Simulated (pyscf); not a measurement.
`[CH3][SiH2][Cl]` + `[CH3]` [doublet] → `[CH2][SiH2][Cl]` [doublet] + `[CH4]`, a hydrogen abstraction (doublet surface; C–H broken, C–H formed). Structures and frequencies: ωB97X-D3(BJ)/def2-SVP in PySCF. Energies in kJ/mol from the separated reactants.

Small-basis levels: PySCF, no dispersion term, spherical d functions. AM1 to PM7: differences of heats of formation from MOPAC, which are fitted to 298 K values and so differ in kind from electronic energies by zero-point and thermal terms. GFN2-xTB: tblite. Open shells are spin-unrestricted. 

| level | barrier | reaction energy |
|---|---|---|
| HF/STO-3G | 108.2 | -18.5 |
| HF/3-21G | … | -13.7 |
| SVWN5/6-31G* | -12.5 | -24.2 |
| B3LYP/STO-3G | 26.4 | -23.9 |
| B3LYP/3-21G | 36.9 | -20.3 |
| B3LYP/6-31G* | … | -24.3 |
| M06-2X/6-31G* | 48.4 | -21.8 |
| B3LYP/6-311+G** | 55.2 | -17.9 |
| B3LYP/def2-SVP | 46.5 | -18.7 |
| GFN2-xTB | -5.2 | -32.8 |
| AM1 | 56.7 | -14.9 |
| PM6 | 74.1 | -13.3 |
| ωB97M-D3(BJ)/def2-TZVP | … | -15.3 |

**Question.** Some entries are withheld; supply them.

**Answer.** 
- HF/3-21G, barrier: 103.6
- B3LYP/6-31G*, barrier: 49.0
- ωB97M-D3(BJ)/def2-TZVP, barrier: 58.0

Against the last row the barrier runs from -70.4 (SVWN5/6-31G*) to +50.2 kJ/mol (HF/STO-3G). At SVWN5/6-31G*, GFN2-xTB this geometry lies under one side, so the entry may be no barrier of that level: it is a single point on another level's saddle. ωB97M-D3(BJ)/def2-TZVP has limits of its own. The same reactants have a lower exit, to H₃C–SiH•–Cl + CH₄ (barrier +33.6 kJ/mol at ωB97M-D3(BJ)/def2-TZVP, against +58.0 kJ/mol here). •H₂C–SiH₂–Cl lies 46.5 kJ/mol over its isomer H₃C–SiH•–Cl (electronic energy, ωB97M-D3(BJ)/def2-TZVP). This is the saddle that the search found; another between the same sides may lie lower. The angle at the transferred H is 178°.
